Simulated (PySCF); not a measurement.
C3H6NOS (charge -1).
SMILES: `C[C@H]([S-])C(N)=O`

Torsions of this conformer, `[CH3:1][C@H:2]([S-:3])[C:4]([NH2:5])=[O:6]`: C1–C2–C4–N5 119°, H–N5–C4–C2 5°, H–N5–C4–C2 177°.

The closed-shell ground state was solved at several levels (PySCF, density fitting, gas phase, non-relativistic). Isolated species at its PBE0-D3(BJ)/def2-SVP geometry (one conformer only). Where the HOMO energy is positive, the finite basis confines the outermost electrons. No diffuse functions stand in 6-31G, 6-31G* and pcSseg-1, which bears on an anion's orbital energies.

```
           level  basis functions  HOMO (eV)  LUMO (eV)  gap (eV)
LC-wPBE/pcSseg-1              139      -2.93       7.55     10.48
    KT2/pcSseg-1              139       0.84       4.28      3.44
     HF/pcSseg-1              139      -2.97       8.32     11.29
     PBE0/6-31G*              100      -0.06       5.79      5.85
      PBE0/6-31G               70      -0.10       5.57      5.67
   PBE0/pcSseg-1              139      -0.25       5.26      5.51
  B97-2/pcSseg-1              139       0.00       5.21      5.21
   OPBE/pcSseg-1              139       0.94       4.41      3.47
```

(1) What might BHandHLYP/pcSseg-1 (139 basis functions) give for the same quantities?

(2) Over all these levels, which gives the widest orbital gap and which the narrowest?

(3) How much does the basis alone move the frontier levels among the 3 PBE0 rows?

(4) In the pcSseg-1 basis, how does the gap go with the fixed share of exact exchange?

## Answers

(1) HOMO -1.26 eV, LUMO 6.12 eV, gap 7.38 eV.

(2) HF/pcSseg-1 (Hartree–Fock, all exact exchange) has the widest, 11.29 eV, and KT2/pcSseg-1 (GGA) the narrowest, 3.44 eV. The two share the basis. From the narrowest to the widest the HOMO moves by -3.81 eV and the LUMO by +4.04 eV.

(3) The HOMO by 0.19 eV and the LUMO by 0.53 eV. By rising basis size (HOMO, LUMO in eV): 6-31G -0.10, 5.57; 6-31G* -0.06, 5.79; pcSseg-1 -0.25, 5.26.

(4) KT2 (0 %) 3.44 eV; OPBE (0 %) 3.47 eV; B97-2 (21 %) 5.21 eV; PBE0 (25 %) 5.51 eV; BHandHLYP (50 %) 7.38 eV; HF (100 %) 11.29 eV. Each rise in the share widens the gap here.
